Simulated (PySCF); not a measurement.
nitrous oxide (N2O), SMILES N#[N+][O-].

Geometry optimised at PBE0-D3(BJ)/def2-TZVP.

Computed with TDA-B3LYP/def2-TZVPD in PySCF.

Vertical excitations; the highest root listed may be one member of a degenerate set. Isolated molecule, no solvent. State labels are in the subgroup C2v.

Computed excitation energies, oscillator strengths and character:
```tsv
state	symmetry	energy (eV)	λ (nm)	f	main pairs
S1	A2	6.85	181	0.000	HOMO→LUMO 50 %, HOMO−1→LUMO+1 50 %
S2	A1	7.15	173	0.000	HOMO→LUMO+1, HOMO−1→LUMO (degenerate set)
S3	A2	7.15	173	0.000	HOMO−1→LUMO+1, HOMO→LUMO (degenerate set)
S4	B2	8.43	147	0.000	HOMO→LUMO+2 (degenerate set)
S5	B1	8.43	147	0.000	HOMO−1→LUMO+2 (degenerate set)
S6	A1	10.02	124	0.306	HOMO→LUMO+5 37 %, HOMO−1→LUMO+4 37 %, HOMO→LUMO+1 12 %, HOMO−1→LUMO 12 %
S7	A2	10.32	120	0.000	HOMO−1→LUMO+5, HOMO→LUMO+4 (degenerate set)
S8	A1	10.32	120	0.000	HOMO−1→LUMO+4, HOMO→LUMO+5 (degenerate set)
S9	B1	10.34	120	0.028	HOMO−1→LUMO+3 (degenerate set)
S10	B2	10.34	120	0.028	HOMO→LUMO+3 (degenerate set)
T1	A1	5.70	218	0	HOMO→LUMO+1 48 %, HOMO−1→LUMO 48 %
T2	A2	6.14	202	0	HOMO−1→LUMO+1, HOMO→LUMO (degenerate set)
T3	A1	6.14	202	0	HOMO−1→LUMO, HOMO→LUMO+1 (degenerate set)
T4	A2	6.85	181	0	HOMO−1→LUMO+1 50 %, HOMO→LUMO 50 %
```
Triplets are in the Tamm–Dancoff approximation.
